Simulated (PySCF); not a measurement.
C3H9N, SMILES CC(C)N, singlet (PBE0/def2-SVP optimised geometry):

```
13

C      0.667     0.760    -1.253
C      0.175     0.050     0.000
C     -1.345     0.016     0.062
N      0.680    -1.315     0.000
H      0.301     1.797    -1.294
H      0.321     0.226    -2.152
H      1.768     0.794    -1.284
H      0.530     0.638     0.877
H     -1.695    -0.487     0.978
H     -1.747    -0.539    -0.800
H     -1.768     1.032     0.058
H      0.396    -1.797     0.851
H      1.698    -1.315     0.000
```

Calculation: PySCF 2.14.0 with PBE0/def2-TZVP.

**Question.** What are the frontier orbital energies and the dipole moment?

**Answer.** HOMO-2 -9.63 eV, HOMO-1 -9.42 eV, HOMO -6.85 eV, LUMO 0.97 eV, LUMO+1 2.27 eV; dipole moment 1.30 D.

Meta-Löwdin charges at PBE0/def2-TZVP: C1 -0.34, C2 0.05, C3 -0.34, N4 -0.52, H5 0.11, H6 0.11, H7 0.11, H8 0.07, H9 0.11, H10 0.11, H11 0.11, H12 0.21, H13 0.21.
